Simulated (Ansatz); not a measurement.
A nudged elastic band was laid between two geometries of BFH4S (7 atoms, charge 0, multiplicity 1).

Level of theory: Ansatz, RKS PBE0/def2-SVP.

- movable images: 9
- climbing image: yes
- spring: 5.0 eV/Å²
- optimiser: quadratic models (default)
- start path: through a guess of the saddle point
- force threshold: 0.05 eV/Å
- iteration limit: 60
- end points: relaxed

Image 0:

```xyz
7
Properties=species:S:1:pos:R:3
B -0.002 0.028 0.006
F -0.582 0.491 1.144
H 1.197 0.206 -0.113
H -0.700 -0.014 -0.991
S 0.111 -2.165 0.313
H -1.154 -2.389 0.736
H 0.604 -2.186 1.572
```

Image 10:

```xyz
7
Properties=species:S:1:pos:R:3
B 0.145 -0.531 -0.405
F -0.152 0.105 2.155
H 1.205 0.033 -0.465
H -0.895 -0.037 -0.743
S 0.229 -2.247 0.105
H -1.085 -2.559 0.028
H 0.025 -0.793 1.991
```

Question: Which bonds break or form, and what moves?

Answer: Bonds broken: B1–F2, S5–H7. Bonds formed: F2–H7. BFH4S becomes BH3S + FH.

Question: What energy profile does the band end with?

Answer: The run converged. The highest image is number 6 of 0 to 10, 0.92 eV above the first end and 0.25 eV above the last; the last end lies 0.68 eV above the first. A vibrational analysis at the climbing image gives one clearly imaginary mode, 857i cm⁻¹: a first-order saddle point. The orbitals stay closed-shell, which can raise the energy where a bond breaks towards radicals; this wasn't checked here.

```csv
image,path coordinate (Å),energy (eV),B1–F2 (Å),S5–H7 (Å),F2–H7 (Å)
0,0.00,0.00,1.36,1.35,2.96
1,0.34,0.01,1.36,1.35,2.83
2,0.67,0.03,1.35,1.35,2.67
3,1.01,0.07,1.36,1.35,2.36
4,1.34,0.21,1.38,1.35,1.95
5,1.68,0.58,1.45,1.42,1.54
6,2.02,0.92,1.59,1.65,1.15
7,2.29,0.81,1.78,1.94,0.99
8,2.57,0.73,2.03,2.17,0.95
9,2.85,0.69,2.35,2.32,0.93
10,3.12,0.68,2.65,2.39,0.93
```

Question: What is the geometry of the highest image?

Answer: 
```xyz
7
Properties=species:S:1:pos:R:3
B 0.109 -0.300 -0.030
F -0.169 0.042 1.500
H 1.198 0.124 -0.323
H -0.869 -0.031 -0.679
S 0.263 -2.216 0.382
H -1.041 -2.549 0.251
H -0.018 -1.100 1.566
```

Question: What are the harmonic wavenumbers there?

Answer: 857i, 392, 470, 582, 638, 789, 885, 899, 1065, 1143, 1181, 1595, 2599, 2705, 2718 cm⁻¹.

Run time: 97 s on 1 thread of Intel(R) Xeon(R) 6975P-C (Granite Rapids), with other jobs on the host, peak memory 0.13 GiB.
